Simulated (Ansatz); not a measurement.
## How far each method lies from UCCSDT(Q) for HB–CH2, triplet

Geometry: a PBE0/def2-TZVP stationary point for this spin, not checked as a minimum.

```yaml
atoms:
  - { symbol: B, position_ang: [0.0000, -0.1667, 0.8218] }
  - { symbol: C, position_ang: [0.0000, 0.0690, -0.6707] }
  - { symbol: H, position_ang: [0.0000, 0.6438, 1.6981] }
  - { symbol: H, position_ang: [0.0000, 1.0623, -1.1234] }
  - { symbol: H, position_ang: [0.0000, -0.7400, -1.3974] }
```

Basis cc-pVDZ; Ansatz 0.2.0. Only valence electrons are correlated (noble-gas cores frozen), which leaves 10 electrons in 41 orbitals. Prefix R: restricted or restricted open-shell reference; prefix U: unrestricted. Active spaces: valence = (10e, 11o) chosen from the atoms' valence shells.

Full CI isn't at hand for all of this; UCCSDT(Q) serves as the reference, and is uncertain by about the last step of the cluster series. The frozen core follows each run's orbitals, which can shift R against U totals by a few meV.

For open shells CISD is restricted-active-space CI with the open shells as a complete middle space.

The UHF ⟨S²⟩ is 2.007. The T1 diagnostic (RCCSD) is 0.0146. The largest doubles amplitude (RCCSD) is 0.025 and the T1 diagnostic (UCCSD) is 0.0124.

| level | E − E(UCCSDT(Q)) (meV) | share of correlation (%) | wall time |
| --- | --- | --- | --- |
| RHF | 5905 | 0.00 | – |
| UHF | 5818 | 1.47 | – |
| RMP2 | 1034 | 82.49 | – |
| UMP2 | 1043 | 82.34 | – |
| CISD | 490 | 91.70 | 6 s |
| RCCSD | 161 | 97.27 | – |
| UCCSD | 160 | 97.30 | – |
| RCCSD(T) | 29 | 99.52 | 11 s |
| UCCSD(T) | 28 | 99.52 | 11 s |
| BCCD(T) | 29 | 99.52 | 6.5 s |
| RCCSDT | 7 | 99.89 | – |
| UCCSDT | 6 | 99.90 | – |
| RCCSDT(Q) | 1 | 99.99 | 70 s |
| CASSCF (valence space) | 3517 | 40.44 | – |
| NEVPT2 (valence space) | 898 | 84.79 | 32 s |

The correlation energy at UCCSDT(Q), counted from RHF, is -5.905 eV. That run took 60 s on 1 thread of AMD EPYC, shared host.

Times hold each run's SCF and search for its determinant on a shared host, so for small cases they say little of a method's own cost; they ran on 1 thread of AMD EPYC.

Natural occupations of CASSCF (valence space) about the gap: 1.984 1.979 1.976 1.976 1.000 0.992 0.023 0.022 0.020 0.015; effectively unpaired electrons, Σ n²(2−n)², 2.01.

Atomization energy (electronic, same basis, no zero-point term; atoms at the same level, unrestricted beside the R rows where the molecule is a closed shell, with restricted open-shell steps beyond CCSDT(Q)) at UCCSDT(Q): 1466.7 kJ/mol. Errors of other levels:

| level | error (kJ/mol) |
| --- | --- |
| RHF | -198.3 |
| UHF | -209.6 |
| RMP2 | 21.6 |
| UMP2 | 19.4 |
| CISD | -39.2 |
| RCCSD | -8.7 |
| UCCSD | -9.0 |
| RCCSD(T) | -0.8 |
| UCCSD(T) | -0.9 |
| BCCD(T) | -0.8 |
| RCCSDT | -0.5 |
| UCCSDT | -0.5 |
| RCCSDT(Q) | 0.0 |
| CASSCF (valence space) | -105.1 |
| NEVPT2 (valence space) | -26.8 |

This basis is far from its limit, so the value isn't to be set against a measured one. Truncated CI isn't size-consistent, which counts against it in atomization.
